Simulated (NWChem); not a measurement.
System: isobutene (C₄H₈); SMILES C(C)(=C)C

Input file for NWChem:

```
start job
memory heap 200 mb stack 900 mb global 1100 mb
geometry units angstroms noautosym nocenter noautoz
  C      1.270635     0.000403    -0.674535
  C      0.000000     0.000000     0.123266
  C     -1.270635    -0.000403    -0.674535
  C      0.000000     0.000000     1.461512
  H      1.320464     0.882935    -1.335170
  H      1.322973    -0.883913    -1.332548
  H      2.161431     0.002947    -0.030901
  H     -1.322973     0.883913    -1.332548
  H     -2.161431    -0.002947    -0.030901
  H     -1.320464    -0.882935    -1.335170
  H     -0.933284    -0.000236     2.031972
  H      0.933284     0.000236     2.031972
end
basis spherical
  * library def2-svp
end
dft
  xc pbe0
  iterations 150
end
cosmo
  do_cosmo_smd true
  solvent water
end
task dft energy
```

Coordinates come from a PBE0/def2-SVP optimisation. Solvent: water.

Level: PBE0/def2-SVP with SMD (1 M gas to 1 M solution), gas-phase geometry.

Predict the main results of this run. (PBE0/def2-SVP, SMD on the gas-phase geometry.) Quantities: solvation free energy (kcal/mol); cavity-dispersion-structure term (kcal/mol); dipole in solution (D).


```
Quantity                                     Value
-------------------------------------------  -----
solvation free energy (kcal/mol)               1.4
cavity-dispersion-structure term (kcal/mol)    3.6
dipole in solution (D)                        0.93
```
